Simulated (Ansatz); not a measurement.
# Cl₂+ (doublet): small, medium and large basis sets

An exercise on one series of results from a longer session: the logs are not shown, and one member is left open.

Program: Ansatz 0.2.0, Gaussian basis. Level of theory: one geometry, several basis sets. These are calculated values, not measurements.

The runs, in order: PBE0-D4/def2-SVP; ωB97M-V/def2-SVP; PBE0-D4/def2-QZVPP; ωB97M-V/def2-QZVPP; CCSD(T)/cc-pV(D+d)Z; CCSD(T)/cc-pV(T+d)Z; CCSD(T)/cc-pV(Q+d)Z; the functionals' def2-TZVPP values are taken from earlier runs.

### Structure used throughout

All runs share one geometry, relaxed beforehand with PBE0-D4 in a triple-zeta def2 set.

SMILES `Cl[Cl+]`, 2 atoms, charge 1, spin multiplicity 2.

Atoms are counted from 1 here; the program's logs count them from 0.

Bond lengths: Cl1–Cl2 1.884 Å.

Set-up of the first run:

Input file in.yaml:

```yaml
crystal:
  periodic: [false, false, false]
  atoms:
    - {symbol: Cl, position_ang: [0.803657, -0.267575, 0.412063]}
    - {symbol: Cl, position_ang: [-0.803657, 0.267575, -0.412063]}
basis:
  gaussian: {orbitals: def2-SVP}
total_charge: 1
magnetization: {spin_polarized: true, initial_magnetization: 1}
hamiltonian: {xc: pbe0, dispersion: d4}
output: {orbitals: {seedname: orbitals}}
```

Started as:

```bash
ansatz run in.yaml --threads 2 --pin off --events-out ev --progress --plain --max-ram 32768MiB --backend cpu
```

Steps of the session up to this table: PBE0-D4 in def2-SVP; ωB97M-V in def2-SVP; PBE0-D4 in def2-QZVPP; ωB97M-V in def2-QZVPP.

One of the session's tables, all rows but one given; the rest of the session is left out.

It belongs to the step «Density functionals: the series». 

```
functional       basis  HOMO (eV)  LUMO (eV)
   PBE0-D4    def2-SVP     -16.74     -14.30
   PBE0-D4  def2-TZVPP          ?          ?
   PBE0-D4  def2-QZVPP     -16.51     -13.95
   ωB97M-V    def2-SVP     -19.00     -12.13
   ωB97M-V  def2-TZVPP     -18.78     -11.84
   ωB97M-V  def2-QZVPP     -18.78     -11.84
```

**Question.** Estimate the row for PBE0-D4, def2-TZVPP.

As computed: HOMO (eV): -16.53; LUMO (eV): -13.98. In the column «HOMO (eV)» it lies between PBE0-D4, def2-SVP (-16.74) and PBE0-D4, def2-QZVPP (-16.51).
